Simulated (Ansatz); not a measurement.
Relaxation of CH8OSi (11 atoms, charge 0, multiplicity 1), to a largest force component of 0.03 eV/Å in at most 50 steps.

The calculation used Ansatz, RHF/6-31G*.

```xyz
11
Properties=species:S:1:pos:R:3:forces:R:3
Si -0.403 0.275 -0.380 -0.52 0.16 -0.55
C -0.140 -0.262 2.655 -0.39 0.07 0.53
H -0.275 -0.538 3.696 0.01 0.00 0.00
H 0.333 -1.087 2.140 -0.01 0.00 -0.01
H 0.491 0.617 2.609 0.02 -0.04 0.02
H 0.488 1.241 0.261 0.00 0.02 0.03
H -0.454 0.570 -1.827 0.03 0.01 -0.06
H 0.118 -1.092 -0.241 0.01 -0.03 0.01
O -1.947 0.439 0.223 0.41 -0.01 -0.21
H -2.656 0.225 -0.365 -0.06 0.00 -0.05
H -1.119 -0.036 2.222 0.50 -0.18 0.29
```

Task: Where does it end, and by what steps?

Result: The forces met the threshold. The force dipped under the threshold on the way, but the program's further checks kept it going. After 29 steps the energy has fallen by 0.286 eV; H6 moved furthest, 1.57 Å.

| step | energy less start (eV) | largest force component (eV/Å) | accepted |
| --- | --- | --- | --- |
| 0 | 0.0000 | 0.551 | yes |
| 2 | -0.2449 | 0.182 | yes |
| 4 | -0.2629 | 0.169 | yes |
| 6 | -0.2728 | 0.113 | yes |
| 8 | -0.2754 | 0.120 | yes |
| 10 | -0.2773 | 0.100 | yes |
| 12 | -0.2788 | 0.089 | yes |
| 14 | -0.2803 | 0.144 | yes |
| 16 | -0.2818 | 0.029 | yes |
| 18 | -0.2830 | 0.069 | yes |
| 20 | -0.2840 | 0.077 | yes |
| 22 | -0.2846 | 0.073 | yes |
| 24 | -0.2852 | 0.046 | yes |
| 26 | -0.2849 | 0.138 | no |
| 28 | -0.2859 | 0.064 | yes |
| 29 | -0.2861 | 0.027 | yes |

```xyz
11
Properties=species:S:1:pos:R:3
Si -0.520 0.484 -1.431
C -0.144 -0.417 3.597
H -1.007 -0.629 4.219
H 0.420 -1.329 3.443
H 0.484 0.314 4.094
H 0.540 1.491 -1.289
H -1.327 0.775 -2.635
H 0.080 -0.854 -1.605
O -1.438 0.560 -0.063
H -2.182 -0.020 0.021
H -0.471 -0.024 2.642
```

Whether the end is a true minimum wasn't checked by a vibrational analysis.

Time of the run: 22 s on 1 thread of Intel(R) Xeon(R) 6975P-C (Granite Rapids), on a shared host, peak memory 0.14 GiB.
